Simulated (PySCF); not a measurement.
Task: Write Cartesian coordinates for `[H]/N=C(\C#N)C=C` as optimised with GFN2-xTB.

Result: 
```
atom  x, y, z in Å
C1    -1.6471    0.3532    0.0058
C2    -0.7191   -0.5500   -0.2891
C3     0.7075   -0.3320   -0.0806
N4     1.5404   -1.2398   -0.3863
C5     1.1164    0.9303    0.4755
N6     1.5431    1.9001    0.9126
H7    -1.3942    1.3156    0.4232
H8    -2.6933    0.1616   -0.1605
H9    -0.9638   -1.5151   -0.7082
H10    2.5189   -1.0191   -0.2149
```

Any rigid rotation of these coordinates is as good. Atoms count from 1 in this order. The 3 C–C bonds span 1.328 Å (C1=C2, drawn double) to 1.458 Å (C2–C3, drawn single), a spread of 0.130 Å. The 6 heavy atoms lie in one plane (0.000 Å rms). Of the pairs four or more bonds apart, C5···H7 is among the closest relative to their van der Waals radii: 2.54 Å, 88 % of the sum of Bondi's values. The C–N distances run from 1.146 Å (C5≡N6, drawn triple) to 1.269 Å (C3=N4, drawn double), a spread of 0.123 Å.

Bonds between heavy atoms (Å): C1=C2 1.328, C2–C3 1.458, C3=N4 1.269, C3–C5 1.439, C5≡N6 1.146.

Structure optimised with GFN2-xTB, isolated species.

Point group: Cs (tolerance 0.08 Å). Stationary, but not proved a minimum. The numbers are those of one conformer (C1–C2–C3–N4 180°).

The numbers are calculated, not measured.
